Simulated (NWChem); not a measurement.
**[PO3]− (SMILES O=P(=O)[O-]): UCC2/STO-6G**

What is the energy difference between two shapes of [PO3]− at UCC2/STO-6G? 

The calculation is run with NWChem 7.3.0.

4 further runs of the same task are left out: 4 set aside as unsound or not needed.

## (1) The molecule

[PO3]− has 4 atoms, charge -1, and is taken as a singlet. As SMILES, `O=P(=O)[O-]`. The shape is that of a GFN2-xTB optimisation.

Bond lengths: O1–P2 1.482 Å, P2–O3 1.482 Å, P2–O4 1.482 Å. Angles: O1–P2–O3 120.0°, O1–P2–O4 120.0°, O3–P2–O4 120.0°.

## (2) A single-point energy at UCC2/STO-6G

The input, run.xyz:

```xyz
4

O      0.579960    -0.419440    -1.297400
P      0.000330     0.000460    -0.000130
O     -1.057020     1.037780     0.038020
O      0.476740    -0.618790     1.259510
```

The input, run.nw:

```
start run
memory total 2200 mb
charge -1

geometry units angstroms noautosym nocenter noautoz
   load format xyz run.xyz
end

basis spherical bse
   * library STO-6G
end

scf
   uhf
   thresh 1e-06
   maxiter 60
   direct
   print low
end

tce
   scf
   cc2
   freeze core 8
   maxiter 100
end

task tce
```

Command:

```sh
$ nwchem run.nw > run.out
```

What it wrote:

```text
[...]
  functions       =    24
[...]
  wavefunction    = UHF
[...]
         Total SCF energy =   -562.866553616490
      One electron energy =  -1130.894527896769
      Two electron energy =    399.886352379190
 Nuclear repulsion energy =    168.141621901088
                       Sz =      0.0000
                 Sz(Sz+1) =      0.0000
                      S^2 =     -0.0000
[...]
         Wavefunction type : Unrestricted Hartree-Fock
          No. of electrons :    40
[...]
         Spin multiplicity : singlet
[...]
```

Run time: 7.2 s. Hardware: 1 thread of INTEL XEON PLATINUM 8581C at 2.30GHz (Emerald Rapids), shared host; peak memory 0.1 GiB.

## (3) The distorted shape, same level

The input, a.nw:

```
start a
title "O3P energy"
memory total 2200 mb
charge -1

geometry units angstrom noautosym nocenter noautoz
   O     0.604544   -0.424366   -1.270350
   P    -0.008852   -0.012977    0.022571
   O    -1.051869    1.039496    0.039414
   O     0.476277   -0.596731    1.244077
end

basis spherical bse
   O library STO-6G
   P library STO-6G
end

scf
   uhf
   thresh 1e-06
   maxiter 60
   direct
end

tce
   scf
   cc2
   freeze core 8
   maxiter 100
end

task tce energy
```

Command:

```sh
$ nwchem a.nw > a.out
```

What it wrote:

```text
[...]
  functions       =    24
[...]
  wavefunction    = UHF
[...]
         Total SCF energy =   -562.858792013799
      One electron energy =  -1133.689162990469
      Two electron energy =    401.252929553372
 Nuclear repulsion energy =    169.577441423298
                       Sz =      0.0000
                 Sz(Sz+1) =      0.0000
                      S^2 =      0.0000
[...]
         Wavefunction type : Unrestricted Hartree-Fock
          No. of electrons :    40
[...]
         Spin multiplicity : singlet
[...]
```

Run time: 7.8 s. Hardware: 1 thread of INTEL XEON PLATINUM 8581C at 2.30GHz (Emerald Rapids), shared host; peak memory 0.1 GiB.

## (4) Outcome

At UCC2/STO-6G, 8 core orbitals frozen:

| quantity | value |
| --- | --- |
| first shape: ground-state or mean-field energy | -563.06838 Eh |
| first shape: correlation energy (8 core orbitals frozen) | -201.8 mEh |
| distorted shape: ground-state or mean-field energy | -563.05672 Eh |
| distorted shape: HOMO energy (Hartree–Fock orbitals) | 0.54 eV |
| distorted shape: LUMO energy (Hartree–Fock orbitals) | 15.44 eV |
| distorted shape: HOMO–LUMO gap (to an unbound level, set by the basis) | 14.90 eV |
| distorted shape: correlation energy (8 core orbitals frozen) | -197.9 mEh |
| energy change with the atoms displaced | 0.317 eV |

In words: With the atoms displaced the energy rises by 0.32 eV (30.6 kJ/mol). The first shape isn't relaxed at this level, so the change isn't measured from a minimum. The minimal basis adds a large error of its own. Mulliken charges (distorted shape) run from -0.73 on O4 to +1.14 on P2. The HOMO (distorted shape) lies at positive energy, 0.54 eV: the electron is unbound at this level or held by a compact basis; values depend on the basis.
